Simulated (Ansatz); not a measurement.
Process, species as SMILES: FF (F2) → F2+ (doublet, bonded as FF) + e-
B3LYP-D3(BJ)/def2-TZVP geometries, fixed; electronic energies without zero-point terms.

Basis-set convergence of the adiabatic ionisation energy at HF with Ansatz (a quantum-chemistry and plane-wave program). All functions are spherical. A restricted Hartree-Fock determinant is unstable towards unrestricted orbitals. Open shells are unrestricted. No added dispersion term, no relativity. Functions are those of the species that has most. Reference: the value in pcseg-4, 14.855 eV, itself unsure by roughly 0.009 eV (its mean distance from aug-pcseg-3, cc-pV5Z). Deviations are taken from unrounded values.

```tsv
basis	functions	adiabatic ionisation energy (eV)	minus reference (eV)
3-21G	18	15.558	0.702
6-31G	18	15.804	0.949
pcseg-0	18	16.250	1.394
aug-pcseg-3	170	14.866	0.011
cc-pV5Z	182	14.849	-0.006
pcseg-4	202	14.855	0.000
```

The smallest set listed that lies within 0.05 eV of the reference with all its larger relatives (same family, alike in diffuse functions; a set with none counts only in the reference's own line) is pcseg-4 (202 functions, 0.000 eV off). Inside, with no larger relative to test it: aug-pcseg-3, cc-pV5Z.
